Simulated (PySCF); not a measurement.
Energy profile

The step: CH₅ClSi ([CH3][SiH2][Cl]) → SiHCl ([SiH][Cl]) + CH₄; bonds formed: C2–H3; bonds broken: Si1–C2, Si1–H3 (atoms numbered as in the saddle structure below).

```xyz
8
angstrom
Si -0.7370 1.1352 -0.1095
C 0.3982 -0.7613 -0.2070
H 0.0599 0.4244 -1.1683
H -1.7981 0.3351 0.5447
Cl 0.4105 2.0231 1.3701
H 1.3498 -0.7800 -0.7386
H -0.2652 -1.5498 -0.5559
H 0.5818 -0.8266 0.8646
```

Electronic energies by CCSD(T) at an estimated basis limit (MP2 extrapolated from triple and quadruple zeta, plus CCSD(T) − MP2 in triple zeta), on PBE0-D4/def2-TZVP structures; CH₅ClSi, singlet; no counterpoise correction. Computed with PySCF 2.14 with density fitting (its default auxiliary sets; JK sets also for MP2 and CCSD(T)) (basis: def2-TZVPP and def2-QZVPP); correlated methods freeze the cores. Extrapolation: Hartree–Fock as exp(−7.88 √X), correlation as X^−2.97.

Q: Give the profile in eV, counted from the start structure. (Judge from chemistry; the value comes from the calculation.)

A: The calculation gives:
| point | eV |
| --- | --- |
| start structure | 0.000 |
| saddle | 3.321 |
| end structure | 1.973 |
| separated: SiHCl (linked as [SiH][Cl]; Si1, H4, Cl5; singlet) + CH₄ (C2, H3, H6, H7, H8; singlet) | 2.032 |

The T1 diagnostic stays at or below 0.014. The restricted Hartree–Fock reference is unstable towards an unrestricted one at one or more of these structures.

Losses and insertions of silylenes and their heavier kin drive the gas-phase chemistry of silicon and germanium vapour deposition.

For scale, one of the runs: CCSD(T)/def2-TZVPP, 185 basis functions, launched by `OMP_NUM_THREADS=4 python run.py`. Time: 3.5 min of wall clock on 4 CPU threads of an Arm Neoverse V1; the host was shared. Peak host memory: 1.7 GiB.
